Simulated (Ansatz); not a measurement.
C3H6ClFO (`FCOCCCl`). Charge 0, multiplicity 1.

```xyz
12

F    -0.0104    2.2024    1.3791
C     0.6293    0.9787    1.4528
O     0.7295    0.4000    0.2223
C    -0.4952   -0.0455   -0.3195
C    -0.2155   -0.9953   -1.4483
Cl    0.4867   -2.5279   -0.8759
H     1.6426    1.1520    1.8176
H     0.0430    0.3645    2.1493
H    -1.0974   -0.5375    0.4551
H    -1.0668    0.8055   -0.7104
H     0.4938   -0.5588   -2.1506
H    -1.1397   -1.2381   -1.9713
```

Question: What are the harmonic wavenumbers in cm⁻¹ at PBE0-D4/def2-TZVP (Ansatz, finite differences of forces, unscaled)? (An estimate is asked.)

Answer: Ansatz gave: 35, 91, 148, 258, 357, 446, 618, 702, 840, 977, 1026, 1044, 1094, 1170, 1226, 1235, 1277, 1307, 1331, 1415, 1444, 1463, 1491, 1519, 3019, 3025, 3063, 3105, 3133, 3165.

Question: Is this a minimum?

Answer: Yes, all 30 modes are real.

Question: Give the ideal-gas thermochemistry at 298.15 K and 1 bar (rigid rotor, harmonic oscillator; point group C1, symmetry number 1).

Answer: Zero-point energy 245.4 kJ/mol; H(298) − E = 265.6 kJ/mol; entropy 355.2 J/(mol·K), of which translation 167.8, rotation 116.3, vibration 71.1; G(298) − E = 159.7 kJ/mol. Modes under 100 cm⁻¹ are hindered rotations or soft bends, so the harmonic entropy is rough.
